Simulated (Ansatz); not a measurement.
Ansatz (a first-principles code) input (r2SCAN/aug-cc-pV(D+d)Z): A basis named .json is the Basis Set Exchange file of that set (core-valence sets with the plain set on hydrogen).

Ansatz 0.2 input:
```yaml
crystal:
  periodic: [false, false, false]
  atoms:
    - {symbol: C, position_ang: [0.01909113, 0.15267994, -1.32752912]}
    - {symbol: Cl, position_ang: [-0.01118660, 0.00667210, 0.64763898]}
    - {symbol: H, position_ang: [0.90111306, -0.49482969, -1.50763755]}
    - {symbol: H, position_ang: [-0.82548774, -0.53467571, -1.53705043]}
basis:
  gaussian:
    orbitals: aug-cc-pV_D+d_Z.json
hamiltonian:
  xc: {name: r2SCAN}
total_charge: -1
magnetization: {spin_polarized: false}
```

Output:

```
Functional definition: r2SCAN
integrals: 0.02 GiB planned
709 factors; their error is unknown
mean field: 0.21 GiB planned
mean field evaluation 1: about -13584.0607 eV, gradient 4.5e1 eV
mean field evaluation 2: about -13547.1707 eV, gradient 8.6e1 eV
mean field evaluation 4: about -13589.6355 eV, gradient 8.6e0 eV
mean field evaluation 8: about -13589.9041 eV, gradient 1.4e-1 eV
mean field evaluation 16: about -13589.8872 eV, gradient 2.0e-5 eV
mean field -13589.88718814 eV, -499.4191426076 hartree, gradient 2.0e-5 eV, S^2 0.000000; 0 other end points of the search recorded, 0 dependent functions left out
reference -13589.88720381 eV, -499.4191431835 hartree; 13, 13 occupied and 60, 60 virtual orbitals, 709 factors
Total energy: -13589.88720381 eV, -499.4191431835 hartree
```
